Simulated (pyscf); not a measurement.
Thermochemistry of product channels of SiH₃• (SMILES [SiH3]) + H₂O (SMILES O) on the doublet surface, in kcal/mol, from ωB97M-D3(BJ)/def2-TZVP energies (ideal gas, 1 atm, RRHO with modes under 100 cm⁻¹ raised to 100, one conformer, R ln 2 for rigid chiral ones). Single points on ωB97X-D3(BJ)/def2-SVP structures (PySCF, gas phase).

```tsv
products	ΔE	ΔH(298 K)	ΔG(900 K)	ΔG(1200 K)
•O–SiH₃ (SMILES [O][SiH3]) + H₂ (SMILES [H][H])	+10.1	+6.0	+9.3	+9.7
HO–SiH₂• (SMILES O[SiH2]) + H₂ (SMILES [H][H])	-14.7	-17.0	-15.6	-15.8
HO–SiH₃ (SMILES O[SiH3]) + H• (SMILES [H])	-4.3	-7.3	-1.0	+0.1
```

These are energies of the channels, which say nothing of barriers. The orbital near-degeneracy of the XH₃O or XH₃S radical is left out.
